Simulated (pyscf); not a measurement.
H₂C=C(F)–F + difluorocarbene (F–C:–F) [singlet] -> cyclic C₃H₂F₄ (SMILES FC1(F)CC1(F)F), a cycloaddition (singlet surface; none broken, C–C, C–C formed). PySCF, gas phase, ωB97X-D3(BJ)/def2-SVP geometries. Energies in eV from the separated reactants.

Small-basis levels: PySCF, no dispersion term, spherical d functions. AM1 to PM7: differences of heats of formation from MOPAC. GFN2-xTB: tblite. Cost: rough CPU time at the saddle relative to B3LYP/6-31G*, from one job on a shared machine.

```tsv
level	barrier	reaction energy	cost
HF/STO-3G	1.12	-2.22	0.04
HF/6-31G*	1.18	-1.56	0.1
SVWN5/6-31G*	-0.46	-2.79	1
PBE/6-31G*	0.00	-2.06	1
B3LYP/3-21G	0.21	-1.79	0.6
B3LYP/LANL2DZ	0.28	-2.11	0.8
M06-2X/6-31G*	0.33	-2.11	3
B3LYP/6-311+G**	0.50	-1.60	2
PBE/def2-SVP	0.05	-2.10	2
GFN2-xTB	-0.47	-3.03	under 0.02
PM6	0.61	-0.99	under 0.02
PM7	0.62	-0.52	under 0.02
ωB97M-D3(BJ)/def2-TZVP	0.63	-1.65	–
```

Against the last row the barrier runs from -1.10 (GFN2-xTB) to +0.55 eV (HF/6-31G*). At SVWN5/6-31G*, GFN2-xTB this geometry lies under one side, so the entry may be no barrier of that level: it is a single point on another level's saddle. ωB97M-D3(BJ)/def2-TZVP has limits of its own. cyclic C₃H₂F₄ (SMILES FC1(F)CC1(F)F) lies 0.34 eV over its isomer F–CH=C(F)–CH(F)–F (electronic energy, ωB97M-D3(BJ)). This is the saddle that the search found; another between the same sides may lie lower. One closed-shell reference is unstable to symmetry breaking; treat the single-reference values with care.
